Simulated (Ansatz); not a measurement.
# C4H7N: basis-set convergence

An exercise on one series of results from a longer session: the logs are not shown, and one member is left open.

Program: Ansatz 0.2.0, Gaussian basis. Level of theory: one geometry, several basis sets. These are calculated values, not measurements.

Plan: PBE0-D4/def2-SVP; ωB97M-V/def2-SVP; PBE0-D4/def2-QZVPP; ωB97M-V/def2-QZVPP; the functionals' def2-TZVPP values are taken from earlier runs.

**Structure used throughout**

The geometry comes from an earlier relaxation with PBE0-D4 in a triple-zeta def2 set; it is a stationary point, not always the lowest conformer.

SMILES `C1=NCCC1`, 12 atoms, charge 0, spin multiplicity 1.

Atoms are counted from 1 here; the program's logs count them from 0.

Bond lengths: C1–N2 1.265 Å, C1–C5 1.503 Å, C1–H6 1.089 Å, N2–C3 1.461 Å, C3–C4 1.538 Å, C3–H7 1.092 Å, C3–H8 1.096 Å, C4–C5 1.532 Å, C4–H9 1.090 Å, C4–H10 1.092 Å, C5–H11 1.093 Å, C5–H12 1.097 Å. Angles: N2–C1–C5 116.6°, N2–C1–H6 120.5°, C5–C1–H6 122.9°, C1–N2–C3 108.6°, N2–C3–C4 107.0°, N2–C3–H7 109.7°, N2–C3–H8 107.8°, C4–C3–H7 113.2°, C4–C3–H8 112.4°, H7–C3–H8 106.6°, C3–C4–C5 103.1°, C3–C4–H9 112.9°, C3–C4–H10 110.1°, C5–C4–H9 113.1°, C5–C4–H10 110.0°, H9–C4–H10 107.5°, C1–C5–C4 101.2°, C1–C5–H11 112.6° and more.

As a file:

| atom | x (Å) | y (Å) | z (Å) |
| --- | --- | --- | --- |
| C1 | -0.7070 | -0.0758 | 1.2002 |
| N2 | -0.0422 | -1.1413 | 1.0523 |
| C3 | 0.6400 | -1.0903 | -0.2385 |
| C4 | 0.5158 | 0.3531 | -0.7547 |
| C5 | -0.6358 | 0.9228 | 0.0796 |
| H6 | -1.3165 | 0.0755 | 2.0901 |
| H7 | 1.6752 | -1.4180 | -0.1204 |
| H8 | 0.1556 | -1.8149 | -0.9030 |
| H9 | 0.3337 | 0.4056 | -1.8284 |
| H10 | 1.4351 | 0.9061 | -0.5499 |
| H11 | -0.4647 | 1.9417 | 0.4351 |
| H12 | -1.5892 | 0.9352 | -0.4625 |

Set-up of the first run:

File in.yaml:

```yaml
crystal:
  periodic: [false, false, false]
  atoms:
    - {symbol: C, position_ang: [-0.707050, -0.075761, 1.200158]}
    - {symbol: N, position_ang: [-0.042159, -1.141312, 1.052257]}
    - {symbol: C, position_ang: [0.639955, -1.090293, -0.238460]}
    - {symbol: C, position_ang: [0.515758, 0.353143, -0.754732]}
    - {symbol: C, position_ang: [-0.635806, 0.922780, 0.079640]}
    - {symbol: H, position_ang: [-1.316492, 0.075536, 2.090059]}
    - {symbol: H, position_ang: [1.675232, -1.417956, -0.120379]}
    - {symbol: H, position_ang: [0.155644, -1.814883, -0.902976]}
    - {symbol: H, position_ang: [0.333750, 0.405648, -1.828357]}
    - {symbol: H, position_ang: [1.435056, 0.906133, -0.549859]}
    - {symbol: H, position_ang: [-0.464692, 1.941733, 0.435095]}
    - {symbol: H, position_ang: [-1.589177, 0.935235, -0.462456]}
basis:
  gaussian: {orbitals: def2-SVP}
hamiltonian: {xc: pbe0, dispersion: d4}
output: {orbitals: {seedname: orbitals}}
```

Launch:

```bash
> ansatz run in.yaml --threads 4 --pin off --events-out ev --progress --plain --max-ram 10444MiB
```

Among the steps run: PBE0-D4 in def2-SVP; ωB97M-V in def2-SVP; PBE0-D4 in def2-QZVPP; ωB97M-V in def2-QZVPP.

One of the session's tables, all rows but one given; the rest of the session is left out.

It belongs to the step «Functionals by basis». 

| functional | basis | HOMO (eV) | LUMO (eV) |
| --- | --- | --- | --- |
| PBE0-D4 | def2-SVP | -7.24 | 0.32 |
| PBE0-D4 | def2-TZVPP | -7.40 | 0.12 |
| PBE0-D4 | def2-QZVPP | -7.43 | 0.05 |
| ωB97M-V | def2-SVP | ? | ? |
| ωB97M-V | def2-TZVPP | -9.79 | 2.35 |
| ωB97M-V | def2-QZVPP | -9.82 | 1.88 |

Estimate the missing values for ωB97M-V, def2-SVP.

The run gave: HOMO (eV): -9.63; LUMO (eV): 2.64. In the column «HOMO (eV)» it lies between ωB97M-V, def2-TZVPP (-9.79) and PBE0-D4, def2-QZVPP (-7.43).
